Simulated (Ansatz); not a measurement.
# AlH6NO: the cost of one run

Method: RKS PBE-D4/def2-SVP, in Ansatz 0.2.0.

## 1. The system as given

Bond lengths: Al1–N2 2.270 Å, N2–H3 1.060 Å, N2–H4 1.060 Å, Al1–H5 1.560 Å, Al1–H6 1.560 Å, Al1–O7 2.080 Å, O7–H8 1.010 Å. Angles: Al1–N2–H3 120.0°, Al1–N2–H4 120.0°, H3–N2–H4 120.0°, N2–Al1–H5 120.0°, N2–Al1–H6 120.0°, N2–Al1–O7 71.6°, H5–Al1–H6 120.0°, H5–Al1–O7 105.4°, H6–Al1–O7 92.8°, Al1–O7–H8 109.5°.

Coordinates:

```xyz
9

Al    0.0000    0.0000    0.0000
N     0.0000    0.0000    2.2700
H    -0.8770   -0.2713    2.8000
H     0.8770    0.2713    2.8000
H     1.3510    0.0000   -0.7800
H    -1.3510    0.0000   -0.7800
O    -0.2602    1.9567    0.6559
H    -1.1988    2.2620    0.4419
H    -0.1672    1.2578    1.8121
```

## 2. Pulling towards end A

Springs on the bonds that form and break draw the guess towards this end; the thresholds are loose.

input.yaml

```yaml
crystal:
  periodic: [false, false, false]
  atoms:
    - { symbol: Al, position_ang: [0.0, 0.0, 0.0] }
    - { symbol: "N", position_ang: [0.0, 0.0, 2.27] }
    - { symbol: H, position_ang: [-0.877, -0.2713, 2.8] }
    - { symbol: H, position_ang: [0.877, 0.2713, 2.8] }
    - { symbol: H, position_ang: [1.351, 0.0, -0.78] }
    - { symbol: H, position_ang: [-1.351, 0.0, -0.78] }
    - { symbol: O, position_ang: [-0.2602, 1.9567, 0.6559] }
    - { symbol: H, position_ang: [-1.1988, 2.262, 0.4419] }
    - { symbol: H, position_ang: [-0.1672, 1.2578, 1.8121] }
basis:
  gaussian: { orbitals: def2-SVP }
hamiltonian:
  xc: pbe
  dispersion: d4
relax:
  f_tol: 0.15
  max_steps: 25
  restrain:
    - { distance: [0, 6], at: 2.98, k: 30.0 }
    - { distance: [8, 1], at: 2.26, k: 30.0 }
    - { distance: [0, 1], at: 1.92, k: 30.0 }
    - { distance: [8, 6], at: 1.01, k: 30.0 }
```

Started as:

```bash
$ ansatz run input.yaml --threads 1 --pin off --max-ram 2048MiB --backend cpu --events-out ev --progress --plain --runs-dir out
```

**Question.** How long does this run take on 1 thread of Arm Neoverse V1, shared host, and how much memory does it need?

About 22 s, with a peak of 0.13 GiB.
